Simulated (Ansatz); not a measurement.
C₃H₅N (`CC=C=N`). The species carries charge 0 and has multiplicity 1.

```xyz
9

C     0.795   -0.763    0.690
C    -0.073    0.433    0.435
C    -0.602    0.716   -0.725
N    -0.992    1.041   -1.836
H     0.354   -1.419    1.446
H     0.941   -1.346   -0.219
H     1.780   -0.458    1.056
H    -0.295    1.113    1.252
H    -1.909    0.684   -2.099
```

(1) Give the diagnostics of a CCSD(T)/def2-TZVPP run (frozen core, Ansatz 0.2.0). (Estimate.)

Results:

(1) Computed: T1 = 0.0133, largest single amplitude 0.016, largest double 0.037, (T) share of the correlation energy 4.5 %, 9 CCSD cycles. The RHF solution is stable towards an unrestricted one. T1 lies under the customary mark of 0.02 for closed shells.
